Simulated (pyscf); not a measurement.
Single points on ωB97X-D3(BJ)/def2-SVP structures (PySCF, gas phase).

Question: Estimate by transition-state theory the rate constant of [H₃C–CH₂–Zn]• + CH₄ -> H₃C–CH₂–ZnH + CH₃• (doublet surface; C–H broken, H–Zn formed) at 600 K, with ωB97M-D3(BJ)/def2-TZVP energies (ideal gas, 1 atm, RRHO with modes under 100 cm⁻¹ raised to 100, one conformer, R ln 2 for rigid chiral ones; no tunnelling).

Answer: The electronic barrier is 36.8 kcal/mol and the thermal terms add +12.1, so ΔG‡ = 49.0 kcal/mol. With k_BT/h = 1.25e+13 s⁻¹ and RT = 1.192 kcal/mol, and a volume of 8.18e-20 cm³ per molecule at 1 atm, k = 1.5e-24 cm³ molecule⁻¹ s⁻¹. Wigner's tunnelling factor for 442i cm⁻¹ would be 1.05. A shift of 1 kcal/mol in the barrier changes k by a factor 2.3. One saddle was located; it need not be the lowest between these sides. The angle at the transferred H is 180°. Elements up to Kr have no core potential and no relativistic terms here.
